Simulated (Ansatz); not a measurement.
# SiNH2+ (triplet): wave-function methods side by side, cc-pVDZ

An exercise on one series of results from a longer session: the logs are not shown, and one member is left open.

Computed with Ansatz 0.2.0, Gaussian basis. Level: cc-pVDZ, core rule «outside noble gas», up to 6 orbitals frozen.

The runs, in order: UHF; CCSD(T) on ROHF; CCSD(T) on UHF; BCCD(T) on ROHF; CISD; CCSDT(Q) on ROHF; CCSDT(Q) on UHF.

25 further runs of the same task are left out: 10 for a known fault of the program, 6 that didn't finish, 9 set aside as unsound or not needed.

**The system**

The geometry is a PBE0/def2-TZVP stationary point (not a proven minimum) of the parent state, kept for this charge and spin.

4 atoms, charge 1, spin multiplicity 3.

Atoms are counted from 1 here; the program's logs count them from 0.

Bond lengths: Si1–N2 1.594 Å, Si1–H3 1.515 Å, N2–H4 1.008 Å. Angles: N2–Si1–H3 110.1°, Si1–N2–H4 134.1°.

The first run:

The input, in.yaml:

```yaml
crystal:
  periodic: [false, false, false]
  atoms:
    - {symbol: Si, position_ang: [0.000000, -0.122073, 0.533276]}
    - {symbol: N, position_ang: [0.000000, 0.188076, -1.030483]}
    - {symbol: H, position_ang: [0.000000, 1.172580, 1.320024]}
    - {symbol: H, position_ang: [0.000000, -0.384678, -1.859409]}
basis:
  gaussian: {orbitals: cc-pVDZ}
total_charge: 1
magnetization: {spin_polarized: true, initial_magnetization: 2}
hamiltonian: {xc: hf}
output: {orbitals: {seedname: orbitals}}
```

Run with:

```
> ansatz run in.yaml --threads 1 --pin off --events-out ev --progress --plain --max-ram 2393MiB
```

Steps of the session up to this table: UHF; CCSD(T) on ROHF; CCSD(T) on UHF; BCCD(T) on ROHF; CISD; CCSDT(Q) on ROHF; CCSDT(Q) on UHF.

One table of the session follows, with a row left open; its other results are not shown here.

| method | from UCCSDT(Q) (meV) |
| --- | --- |
| ROHF | +6368.5 |
| UHF | +6169.2 |
| RMP2 | +1045.6 |
| UMP2 | +1036.4 |
| CISD | +598.1 |
| RCCSD | +213.3 |
| UCCSD | +204.9 |
| RCCSD(T) | +43.9 |
| UCCSD(T) | +43.9 |
| BCCD(T) | +45.7 |
| RCCSDT | +14.3 |
| UCCSDT | +13.3 |
| RCCSDT(Q) | ? |
| UCCSDT(Q) | 0 |

Q: Estimate the row for RCCSDT(Q) from the others.

The run gave: from UCCSDT(Q) (meV): +2.4. In the column «from UCCSDT(Q) (meV)» it lies between UCCSDT(Q) (0) and UCCSDT (+13.3).

Caveats from the session: Restricted and unrestricted rows rest on different reference determinants; where their highest levels disagree by more than a few hundredths of an eV, they describe different states and don't form one ladder.
